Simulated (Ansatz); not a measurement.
Input file:

```yaml
crystal:
  periodic: [false, false, false]
  atoms:
    - {symbol: Be, position_ang: [0.116078, -0.066825, 1.905501]}
    - {symbol: Mg, position_ang: [-0.048796, -0.031204, -0.653982]}
    - {symbol: H, position_ang: [0.027825, 1.022211, 1.026475]}
    - {symbol: H, position_ang: [0.110933, 0.327734, -2.294109]}
basis:
  gaussian: {orbitals: def2-mTZVP}
magnetization: {spin_polarized: false, initial_magnetization: 2}
hamiltonian: {xc: {name: B3LYP}}
correlation: {method: bccd, electrons: all}
scf: {lower_state_search: full}
output: {forces: true}
```

```sh
$ ansatz run in.yaml --threads 1 --pin off --events-out ev --progress --plain --max-ram 2393MiB
```

The program prints:

```
366 factors; integrals over basis functions are off by at most 2.4e-4 eV
mean field evaluation 1: about -5874.2226 eV, gradient 1.3e1 eV
mean field evaluation 2: about -5874.3725 eV, gradient 1.3e1 eV
mean field evaluation 4: about -5875.3112 eV, gradient 1.3e0 eV
mean field evaluation 8: about -5875.3329 eV, gradient 1.8e-2 eV
mean field evaluation 16: about -5875.3329 eV, gradient 5.3e-5 eV
mean field -5875.33291652 eV, -215.9145022384 hartree, gradient 1.5e-6 eV, S^2 2.000000; 2 other end points of the search recorded, 0 dependent functions left out
mean field evaluation 32: about -5856.5683 eV, gradient 7.6e0 eV
reference -5858.06775897 eV, -215.2800194012 hartree; 10, 8 occupied and 21, 23 virtual orbitals, 366 factors
second order -3.44602101 eV of doubles, -0.21975181 eV of singles
cycle   1  -3.93059257 eV  change   -2.7e-1 eV  update   5.2e-2
cycle   2  -4.08828625 eV  change   -1.6e-1 eV  update   2.0e-2
cycle   3  -4.10124874 eV  change   -1.3e-2 eV  update   7.3e-3
cycle   4  -4.10283327 eV  change   -1.6e-3 eV  update   3.1e-3
cycle   5  -4.10377607 eV  change   -9.4e-4 eV  update   9.4e-4
cycle   6  -4.10368829 eV  change    8.8e-5 eV  update   3.5e-4
cycle   7  -4.10372716 eV  change   -3.9e-5 eV  update   1.5e-4
cycle   8  -4.10378017 eV  change   -5.3e-5 eV  update   5.9e-5
cycle   9  -4.10378273 eV  change   -2.6e-6 eV  update   3.0e-5
cycle  10  -4.10378575 eV  change   -3.0e-6 eV  update   1.7e-5
cycle  11  -4.10378431 eV  change    1.4e-6 eV  update   1.1e-5
cycle  12  -4.10378648 eV  change   -2.2e-6 eV  update   7.5e-6
cycle  13  -4.10378664 eV  change   -1.6e-7 eV  update   4.9e-6
cycle  14  -4.10378449 eV  change    2.2e-6 eV  update   2.6e-6
cycle  15  -4.10378367 eV  change    8.2e-7 eV  update   1.1e-6
cycle  16  -4.10378359 eV  change    7.7e-8 eV  update   5.2e-7
the calculation of the forces begins
Total energy: -5862.17154256 eV, -215.4308306666 hartree
Atom 0 at     0.116078    -0.066825     1.905501 Å, force    -0.013777    -0.330065     0.352903 eV/Å
Atom 1 at    -0.048796    -0.031204    -0.653982 Å, force     0.027932    -0.166334     0.270695 eV/Å
Atom 2 at     0.027825     1.022211     1.026475 Å, force    -0.004982     0.396114    -0.154391 eV/Å
Atom 3 at     0.110933     0.327734    -2.294109 Å, force    -0.009172     0.100286    -0.469206 eV/Å
Dipole moment:    -0.142761    -0.127130    -0.222801 e Å
```

Forces (eV/Å):
```
Be  -0.014 -0.330  0.353
Mg   0.028 -0.166  0.271
H   -0.005  0.396 -0.154
H   -0.009  0.100 -0.469
```

Ran on 1 thread of Arm Neoverse V2, shared host: 4.4 s wall, 0.16 GiB peak host memory.
